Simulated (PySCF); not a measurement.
Gas-phase reaction: 3 HBO₂ + 5 H ⇌ BH₂ + 2 B(OH)₃

Energies from PySCF (xtb for GFN2), thermal terms from the rigid-rotor harmonic-oscillator model, ideal gas at 1 bar. S°(298 K) at PBE0/def2-TZVP differs from the NASA 1993 table for BH₂ (+14 J/mol/K); whether the harmonic model or the table's entry is off was not settled. † marks an energy on the PBE0/def2-TZVP geometry and frequencies; other levels use their own. MP2 freezes the core. 6-31G* has spherical d functions here. Open shells (unrestricted): H (multiplicity 2), BH₂ (multiplicity 2); the rest are closed-shell singlets. GFN2 has no spin-polarisation term. MP2 isn't extrapolated to the basis-set limit; its ΔH°(298 K) is -969.7 kJ in def2-SVP and -1052.4 kJ in def2-TZVPP. The harmonic model lacks anharmonicity and excited electronic states, which grow with temperature; levels with a mode under 35 cm⁻¹ are left out. Internal rotation in B(OH)₃ is treated as a harmonic vibration of one conformer, which makes the entropy rough.

| level | ΔE electronic, kJ | ΔH°(298 K), kJ | ΔS°(298 K), J/K | ΔG°(2000 K), kJ |
|---|---|---|---|---|
| GFN2-xTB | -1195 | -1095 | -570 | 116 |
| HF/6-31G* | -1023 | -906 | -569 | 314 |
| MP2/def2-SVP† | -1078 | -970 | -567 | 239 |
| PBE/def2-SVP | -1137 | -1033 | -567 | 174 |
| PBE/def2-TZVP† | -1150 | -1041 | -567 | 168 |
| PBE0/def2-QZVP† | -1218 | -1109 | -567 | 100 |
| PBE0/def2-SVP† | -1202 | -1093 | -567 | 116 |
| PBE0/def2-TZVP | -1209 | -1101 | -567 | 108 |
| r2SCAN/def2-TZVP† | -1223 | -1115 | -567 | 94 |
| ωB97M-V/def2-TZVP† | -1218 | -1110 | -567 | 99 |
| ωB97X-V/def2-TZVP† | -1232 | -1124 | -567 | 85 |
ΔH° is lowest at ωB97X-V/def2-TZVP† and highest at HF/6-31G*. No reference value is set beside these.
